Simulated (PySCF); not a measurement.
C₄H₄O, SMILES c1ccoc1, PBE/def2-SVP optimised geometry.

```
9

C     -0.72    -0.63     0.00
C      0.72    -0.63     0.00
C      1.10     0.69     0.00
O      0.00     1.50     0.00
C     -1.10     0.69     0.00
H     -1.38    -1.50     0.00
H      1.39    -1.50     0.00
H      2.07     1.20     0.00
H     -2.07     1.20     0.00
```

Density from PBE/def2-TZVP in PySCF at that geometry.

Minimum of the electron density along straight lines between bonded atoms, close to the bond critical point (lines longer than 1.1 times the sum of covalent radii, or with two minima, are not listed):

| bond | length / Å | ρ at the minimum / e bohr⁻³ | ∇²ρ there / e bohr⁻⁵ | position (fraction from the first atom) |
|---|---|---|---|---|
| C1–C2 | 1.437 | 0.282 | -0.72 | 0.50 |
| C2–C3 | 1.375 | 0.324 | -0.90 | 0.48 |
| C3–O4 | 1.363 | 0.285 | -0.39 | 0.34 |
| C1–C5 | 1.375 | 0.324 | -0.90 | 0.48 |
| O4–C5 | 1.363 | 0.285 | -0.39 | 0.66 |
| C1–H6 | 1.096 | 0.273 | -0.93 | 0.65 |
| C2–H7 | 1.096 | 0.273 | -0.93 | 0.65 |
| C3–H8 | 1.095 | 0.279 | -0.97 | 0.66 |
| C5–H9 | 1.095 | 0.279 | -0.97 | 0.66 |
